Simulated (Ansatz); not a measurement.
Species, as SMILES: C#N (CH-N).
Geometry (B3LYP-D3(BJ)/def2-TZVP, fixed):
```xyz
3

C      0.0000     0.0000    -0.4969
N      0.0000     0.0000     0.6493
H      0.0000     0.0000    -1.5636
```

Basis-set convergence of the dipole moment at HF with Ansatz (a first-principles code). Dipoles come from the density behind the forces; the sign is taken along the dipole that this method gives in the largest set. Cartesian d functions, on some or all atoms, in 6-31G**; all else is spherical. The program fits the integrals of some runs and decomposes those of others, by size. No added dispersion term, no relativity. Reference: the value in aug-pcseg-3, 3.291 D, itself unsure by roughly 0.002 D (its mean distance from aug-cc-pVQZ, def2-QZVPPD).

```json
[
 {"basis": "STO-3G", "functions": "11", "dipole moment (D)": "2.453"},
 {"basis": "pcseg-0", "functions": "20", "dipole moment (D)": "[?]"},
 {"basis": "def2-SVP", "functions": "33", "dipole moment (D)": "[?]"},
 {"basis": "pcseg-1", "functions": "33", "dipole moment (D)": "3.352"},
 {"basis": "6-31G**", "functions": "35", "dipole moment (D)": "[?]"},
 {"basis": "def2-SVPD", "functions": "48", "dipole moment (D)": "3.286"},
 {"basis": "6-311+G**", "functions": "50", "dipole moment (D)": "3.301"},
 {"basis": "aug-cc-pVDZ", "functions": "55", "dipole moment (D)": "3.293"},
 {"basis": "pcseg-2", "functions": "74", "dipole moment (D)": "3.299"},
 {"basis": "def2-TZVPP", "functions": "76", "dipole moment (D)": "[?]"},
 {"basis": "def2-TZVPD", "functions": "83", "dipole moment (D)": "3.287"},
 {"basis": "def2-QZVPP", "functions": "144", "dipole moment (D)": "3.288"},
 {"basis": "d-aug-cc-pVTZ", "functions": "156", "dipole moment (D)": "3.289"}
]
```

### Question
Complete the blanks.

### Answer

- pcseg-0, dipole moment (D): 3.355
- def2-SVP, dipole moment (D): 3.190
- 6-31G**, dipole moment (D): 3.224
- def2-TZVPP, dipole moment (D): 3.281
